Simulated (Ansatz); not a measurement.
## What each rung costs, and what it gives

The pair of H3O⁺ (SMILES [OH3+], atoms 1–4) and SiH3F (SMILES [SiH3]F, atoms 5–9), both closed shells, in one local arrangement (a lower one may exist), relaxed at PBE0-D4/def2-TZVP:

O1  (-0.511, 0.162, -2.081)
H2  (0.043, -0.323, -2.713)
H3  (-0.305, -0.066, -1.075)
H4  (-1.451, 0.090, -2.314)
Si5  (0.485, 0.059, 1.755)
F6  (-0.047, -0.374, 0.209)
H7  (0.281, -1.166, 2.543)
H8  (-0.389, 1.185, 2.126)
H9  (1.895, 0.433, 1.550)
(Å)

Interaction energies are counterpoise-corrected; the time is that of the whole pair.

Computed with Ansatz 0.2.0 (basis: as named in each row); correlated methods freeze the cores. B3LYP uses VWN-RPA correlation. Extrapolation: Hartree–Fock as exp(−7.88 √X), correlation as X^−2.97.

Times are rough, for one single point on 4 threads of a shared host (Arm Neoverse V2).

The estimate by CCSD(T) at an estimated basis limit (MP2 extrapolated from triple and quadruple zeta, plus CCSD(T) − MP2 in triple zeta) is -29.62 kcal/mol.

```
   method        basis  time (s)  interaction energy (kcal/mol)  method less estimate
       HF       STO-3G   under 1                         -42.32                -12.70
   PBE-D4       STO-3G   under 1                         -48.55                -18.94
    SPW92     def2-SVP   under 1                         -35.82                 -6.20
   PBE-D4     def2-SVP   under 1                         -30.96                 -1.34
 B3LYP-D4        6-31G   under 1                         -38.90                 -9.28
  PBE0-D4     def2-SVP   under 1                         -31.87                 -2.25
  CCSD(T)     def2-SVP   under 1                         -28.42                  1.20
   PBE-D4  def2-TZVPPD         1                         -29.78                 -0.17
revPBE-D4  def2-TZVPPD         1                         -27.86                  1.75
  BLYP-D4  def2-TZVPPD         2                         -28.95                  0.67
  wB97M-V     def2-SVP         2                         -30.94                 -1.32
  PBE0-D4  def2-TZVPPD         2                         -30.62                 -1.01
 B3LYP-D4  def2-TZVPPD         2                         -30.17                 -0.55
 HSE06-D4  def2-TZVPPD         2                         -30.59                 -0.97
r2SCAN-D4  def2-TZVPPD         2                         -30.03                 -0.42
   B2PLYP  def2-TZVPPD         3                         -29.41                  0.21
  wB97X-V  def2-TZVPPD         4                         -29.58                  0.04
   B97M-V  def2-TZVPPD         4                         -28.59                  1.03
  wB97M-V  def2-TZVPPD         5                         -29.38                  0.24
      MP2  def2-QZVPPD        10                         -29.20                  0.42
  CCSD(T)  def2-TZVPPD        50                         -28.77                  0.85
```

T1 diagnostic: at most 0.013.
